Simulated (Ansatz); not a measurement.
**C₂H₆Si: how energies converge with the basis set**

An exercise on one series of results from a longer session: the logs are not shown, and one member is left open.

Computed with Ansatz 0.2.0, Gaussian basis. Level: one geometry, several basis sets.

Plan: PBE0-D4/def2-SVP; ωB97M-V/def2-SVP; PBE0-D4/def2-QZVPP; ωB97M-V/def2-QZVPP; the functionals' def2-TZVPP values are taken from earlier runs.

## The geometry

The geometry comes from an earlier relaxation with PBE0-D4 in a triple-zeta def2 set; it is a stationary point, not always the lowest conformer.

SMILES `C=C[SiH3]`, 9 atoms, charge 0, spin multiplicity 1.

Atoms are counted from 1 here; the program's logs count them from 0.

Bond lengths: C1–C2 1.330 Å, C1–H4 1.087 Å, C1–H5 1.087 Å, C2–Si3 1.859 Å, C2–H6 1.089 Å, Si3–H7 1.488 Å, Si3–H8 1.487 Å, Si3–H9 1.488 Å. Angles: C2–C1–H4 121.7°, C2–C1–H5 122.2°, H4–C1–H5 116.1°, C1–C2–Si3 123.1°, C1–C2–H6 118.1°, Si3–C2–H6 118.8°, C2–Si3–H7 110.8°, C2–Si3–H8 109.0°, C2–Si3–H9 110.8°, H7–Si3–H8 109.3°, H7–Si3–H9 107.5°, H8–Si3–H9 109.3°.

The first run:

File in.yaml:

```yaml
crystal:
  periodic: [false, false, false]
  atoms:
    - {symbol: C, position_ang: [-0.713715, 0.870154, -1.048313]}
    - {symbol: C, position_ang: [-0.071316, 0.712467, 0.105649]}
    - {symbol: Si, position_ang: [0.560602, -0.932020, 0.700142]}
    - {symbol: H, position_ang: [-0.905674, 0.033026, -1.713915]}
    - {symbol: H, position_ang: [-1.076742, 1.838593, -1.381470]}
    - {symbol: H, position_ang: [0.089351, 1.592007, 0.727588]}
    - {symbol: H, position_ang: [2.035800, -0.893918, 0.893823]}
    - {symbol: H, position_ang: [0.223362, -1.972387, -0.307337]}
    - {symbol: H, position_ang: [-0.053167, -1.294320, 2.006733]}
basis:
  gaussian: {orbitals: def2-SVP}
hamiltonian: {xc: pbe0, dispersion: d4}
output: {orbitals: {seedname: orbitals}}
```

Steps of the session up to this table: PBE0-D4 in def2-SVP; ωB97M-V in def2-SVP; PBE0-D4 in def2-QZVPP; ωB97M-V in def2-QZVPP.

One table of the session follows, with a row left open; its other results are not shown here.

It belongs to the step «Functionals by basis». 

```
functional       basis  HOMO (eV)  LUMO (eV)
   PBE0-D4    def2-SVP      -7.97      -0.29
   PBE0-D4  def2-TZVPP      -8.01      -0.48
   PBE0-D4  def2-QZVPP      -8.02      -0.53
   ωB97M-V    def2-SVP     -10.18       1.92
   ωB97M-V  def2-TZVPP     -10.25       1.64
   ωB97M-V  def2-QZVPP          ?          ?
```

**Question.** Estimate the row for ωB97M-V, def2-QZVPP.

As computed: HOMO (eV): -10.26; LUMO (eV): 1.53. In the column «HOMO (eV)» it is the lowest.
